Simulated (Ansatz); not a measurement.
How the smallest direct gap on the k points sampled of rock-salt LiF moves with the method

No measured value is used here.

```tsv
level (code)	value (eV)	cell (Å³/atom)
PBE (Ansatz)	9.10	8.16
rVV10 (Ansatz)	8.87	8.19
PBE0-D3(BJ) (Ansatz)	12.81	7.65
Hartree–Fock (Ansatz)	21.86	8.16
G0W0@HSE06 (Ansatz)	___	8.16
```

### Question
Some entries are withheld; supply them.

### Answer

- G0W0@HSE06 (Ansatz, an electronic-structure program), value (eV): 15.00

Computed values are for a static lattice.  G0W0@HSE06: GW on a hybrid start was not checked against another program. Values are at the measured cell; rVV10 at the level's own equilibrium cell; PBE0-D3(BJ) at the level's own relaxed cell. Cutoffs and k meshes differ between the levels. Ansatz's density-functional and Hartree–Fock values are scalar-relativistic unless marked +SOC, with PAW data made under PBE.
